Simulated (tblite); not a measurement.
Run record: tight-binding relaxation, `CPC1CC1`.

Computed with GFN2-xTB geometry optimisation, gas phase (tblite 0.8.0). Start geometry: from a force field or distance geometry. A driver script takes a list of jobs; this job's settings line and coordinates (Å) are shown.

Command:
```bash
OMP_NUM_THREADS=1 python probes_run.py task.json out
```

Input:
```
{"job": {"kind": "relax", "xc": "GFN2-xTB", "basis": "xTB"}, "charge": 0, "multiplicity": 1}
C      2.498200    -0.273400     0.195800
P      0.871600     0.601200     0.382600
C     -0.551900    -0.317000    -0.312500
C     -1.832500     0.453800    -0.651600
C     -1.777800    -0.410700     0.606000
H      3.279100     0.517300     0.222500
H      2.714100    -0.978700     1.005900
H      2.612200    -0.796400    -0.754700
H      0.935400     1.987800     0.018800
H     -0.395900    -1.209700    -0.929300
H     -1.765300     1.555100    -0.551000
H     -2.527500     0.060600    -1.402200
H     -1.718900     0.157300     1.565600
H     -2.341600    -1.347900     0.582100
```

Output:
```
step      E/eV     max force
  0    -424.07862    3.230
  1    -424.36641    2.628
  2    -424.71226    1.591
  3    -424.80052    1.233
  4    -424.93115    0.802
  5    -424.98666    0.729
  6    -425.06464    0.741
  7    -425.10883    0.636
  8    -425.14747    0.633
  9    -425.18170    0.593
... (85 lines left out)
 95    -425.39697    0.054
 96    -425.39732    0.054
 97    -425.39762    0.045
 98    -425.39776    0.033
 99    -425.39783    0.023
100    -425.39788    0.018
101    -425.39795    0.016
102    -425.39799    0.012
103    -425.39801    0.011
104    -425.39803    0.010
```

«max force» is the largest atomic force in eV/Å.

Question: From which step on does the largest force stay under 0.1 eV/Å, and how much energy is left to gain from there?

Answer: From step 89 (0.057 eV/Å), 3.7 meV above the end.

Main results: energy lowered by 30.4 kcal/mol over 104 steps; largest atomic force 0.010 eV/Å at the end.
Labels such as C1 count atoms from 1, the log's own numbers from 0.
